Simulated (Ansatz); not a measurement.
# H4O2: the cost of one run

Method: the levels named in each step, in Ansatz 0.2.0.

**1. The starting structure**

Bond lengths: O1–H3 0.952 Å, O1–H4 0.968 Å, O2–H5 0.959 Å, O2–H6 0.969 Å. Angles: H3–O1–H4 107.2°, H5–O2–H6 106.2°.

As a file:

```xyz
6

O    -0.2668   -0.0914   -1.3609
O     0.2771    0.0918    1.4172
H     0.5775    0.0890   -1.7629
H    -0.8293    0.6811   -1.5157
H     0.0146   -0.6936    1.8999
H     0.0567   -0.0753    0.4884
```

**2. A rough first relaxation, PBE-D4/def2-SVP**

This run stands in another session on the same molecule. It ended at:

```xyz
6

O    -0.3159   -0.1572   -1.4420
O     0.2726    0.1355    1.3157
H     0.6043    0.1196   -1.6152
H    -0.7812    0.6976   -1.3650
H     0.0294   -0.6331    1.8615
H     0.0206   -0.1608    0.4109
```

**3. Relaxation, PBE0-D4/def2-TZVPP**

This run stands in another session on the same molecule. It ended at:

```xyz
6

O    -0.2675   -0.0768   -1.3578
O     0.2809    0.0870    1.4679
H     0.5621    0.0890   -1.8087
H    -0.8250    0.6728   -1.5730
H     0.0134   -0.7226    1.9020
H     0.0658   -0.0477    0.5355
```

**4. Frequencies, PBE0-D4/def2-TZVPP**

input.yaml reads:

```yaml
crystal:
  periodic: [false, false, false]
  atoms:
    - { symbol: O, position_ang: [-0.26747718, -0.07684538, -1.35777955] }
    - { symbol: O, position_ang: [0.28087012, 0.08696365, 1.4678832] }
    - { symbol: H, position_ang: [0.56213999, 0.08900543, -1.80873023] }
    - { symbol: H, position_ang: [-0.82496648, 0.67284087, -1.57297184] }
    - { symbol: H, position_ang: [0.01337789, -0.72263196, 1.90198442] }
    - { symbol: H, position_ang: [0.06576567, -0.0477326, 0.535494] }
basis:
  gaussian: { orbitals: def2-TZVPP }
hamiltonian:
  xc: pbe0
  dispersion: d4
phonons: {}
```

Command:

```
$ ansatz run input.yaml --threads 4 --pin off --max-ram 10240MiB --backend cpu --events-out ev --progress --plain --runs-dir out
```

What time and memory should one allow on 4 threads of Intel Xeon Platinum 8488C (Sapphire Rapids), shared host?

About 9.4 s, with a peak of 0.17 GiB.
